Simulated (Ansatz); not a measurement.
# CH₄N (quartet): the correlation ladder at distance C1–H5 along a hydrogen transfer = 1.414 Å, cc-pVDZ

An exercise on one series of results from a longer session: the logs are not shown, and one member is left open.

Program: Ansatz 0.2.0, Gaussian basis. Level of theory: cc-pVDZ, core rule «outside noble gas», up to 2 orbitals frozen. These are calculated values, not measurements.

The runs, in order: UHF; CCSD(T) on ROHF; CCSD(T) on UHF; BCCD(T) on ROHF; CISD; CCSDT(Q) on ROHF; CCSDT(Q) on UHF; CASSCF and MRCISD+Q, 5 electrons in 5 orbitals; CASSCF and NEVPT2, 5 electrons in 5 orbitals.

5 further runs of the same task are left out: 3 that didn't finish, 2 set aside as unsound or not needed.

### What is computed

The geometry derives from fragments relaxed apart (PBE0/def2-TZVP) and kept rigid, so it is no stationary point. A hydrogen atom is moved between rigid fragments.

6 atoms, charge 0, spin multiplicity 4.

Atoms are counted from 1 here; the program's logs count them from 0.

Bond lengths: C1–H2 1.090 Å, C1–H3 1.090 Å, C1–H4 1.090 Å, H5–N6 1.284 Å. Angles: H2–C1–H3 109.5°, H2–C1–H4 109.5°, H3–C1–H4 109.5°.

Set-up of the first run:

in.yaml reads:

```yaml
crystal:
  periodic: [false, false, false]
  atoms:
    - {symbol: C, position_ang: [-1.268489, 0.000000, 0.000000]}
    - {symbol: H, position_ang: [-1.631695, 1.027301, 0.000000]}
    - {symbol: H, position_ang: [-1.631695, -0.513650, 0.889668]}
    - {symbol: H, position_ang: [-1.631695, -0.513650, -0.889669]}
    - {symbol: H, position_ang: [0.145511, 0.000000, 0.000000]}
    - {symbol: N, position_ang: [1.429511, 0.000000, 0.000000]}
basis:
  gaussian: {orbitals: cc-pVDZ}
magnetization: {spin_polarized: true, initial_magnetization: 3}
hamiltonian: {xc: hf}
output: {orbitals: {seedname: orbitals}}
```

Started as:

```
ansatz run in.yaml --threads 1 --pin off --events-out ev --progress --plain --max-ram 2393MiB
```

Steps of the session up to this table: UHF; CCSD(T) on ROHF; CCSD(T) on UHF; BCCD(T) on ROHF; CISD; CCSDT(Q) on ROHF; CCSDT(Q) on UHF; CASSCF and MRCISD+Q, 5 electrons in 5 orbitals; CASSCF and NEVPT2, 5 electrons in 5 orbitals.

One of the session's tables, all rows but one given; the rest of the session is left out.

It belongs to the step «Misses and costs». 

| method | from UCCSDT(Q) (meV) |
| --- | --- |
| ROHF | +8492.1 |
| UHF | +8045.8 |
| RMP2 | +1326.0 |
| UMP2 | ? |
| CISD | +860.9 |
| RCCSD | +219.3 |
| UCCSD | +206.6 |
| RCCSD(T) | +34.1 |
| UCCSD(T) | +34.0 |
| BCCD(T) | +34.7 |
| RCCSDT | +11.8 |
| UCCSDT | +9.2 |
| RCCSDT(Q) | +1.8 |
| UCCSDT(Q) | 0 |
| CASSCF pair | +7589.7 |
| NEVPT2 pair | +1238.8 |
| MRCISD pair | +699.6 |
| MRCISD+Q pair | +69.4 |

Q: Estimate the row for UMP2 from the others.

As computed: from UCCSDT(Q) (meV): +1365.1. In the column «from UCCSDT(Q) (meV)» it lies between RMP2 (+1326.0) and CASSCF pair (+7589.7).

Caveats from the session: Restricted and unrestricted rows rest on different reference determinants; where their highest levels disagree by more than a few hundredths of an eV, they describe different states and don't form one ladder.
